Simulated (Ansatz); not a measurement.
For fcc Au, r²SCAN-D4 (PAW; Ansatz, a program for electronic structure) gives:

```
Item                       Result
-------------------  ------------
lattice parameter a       4.109 Å
bulk modulus B0           161 GPa
cohesive energy      3.65 eV/atom
```

**Question.** What does r²SCAN0 (Ansatz, plane waves, PAW) give for the same quantities?

**Answer.** 
- lattice constant a: 4.114 Å (goes up by 0.1 %)
- bulk modulus: 153 GPa (drops by 5.0 %)
- cohesive energy: 3.12 eV/atom (drops by 0.53 eV/atom)

For comparison: lattice constant a 4.062 Å (measured, static lattice: zero-point anharmonic expansion removed; as tabulated in Mejia-Rodriguez and Trickey (2018), arXiv:1807.09216); bulk modulus 182 GPa (measured, 0 K value with the zero-point phonon effect removed, our sources range from 175 to 182; as tabulated in Mejia-Rodriguez and Trickey (2018), arXiv:1807.09216).

Changes are worked out from the printed values.

Unless a cell is named, each level is at its own relaxed cell (r²SCAN-D4 17.35, r²SCAN0 17.41 Å³/atom).

Levels without +SOC leave out spin–orbit coupling, which shifts energies and cells of such heavy elements.

Ansatz's density-functional and Hartree–Fock values are scalar-relativistic unless marked +SOC, with PAW data made under PBE.
